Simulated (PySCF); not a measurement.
## Adding and removing an electron: BCl

RHF-CCSD(T); basis B def2-TZVPPD, Cl def2-TZVPPD; no relativity; PySCF 2.14. Neutral (RHF): singlet (closed shell), Re = 1.726 Å, ωe = 836 cm⁻¹, De = 5.16 eV.

BCl⁺ (UHF): doublet (σ ↑), Re = 1.604 Å, ωe = 1139 cm⁻¹, De = 3.48 eV to B⁺ + Cl. The energies at the minima are -484.45329 hartree for BCl and -484.08971 for BCl⁺.

Problem. Work out the adiabatic ionisation energy, without and with harmonic zero-point energies (1 hartree = 27.2114 eV, 1 eV = 8065.5 cm⁻¹), and the change of the bond length.

Solution. At CCSD(T): 0.36358 hartree = 9.894 eV between the minima; the zero-point term (1139.0 − 836.0)/2 cm⁻¹ = +0.019 eV makes it 9.912 eV. Re changes by -12.2 pm against the neutral. The electron leaves a σ orbital, and the shorter bond of the ion fits an antibonding orbital, or a change in how ionic the bond is.

Correlated steps freeze 6 core orbitals. For an ion De counts to the pair picked by the measured ionisation energies or electron affinities, which need not be the lowest pair at this level. Where the molecule has an RHF reference, its open-shell atoms are computed with UHF. States were picked by a PBE0 search and need not be the measured ground states.

Neutral and ion stand on different kinds of reference determinant, which adds to the error of the difference.
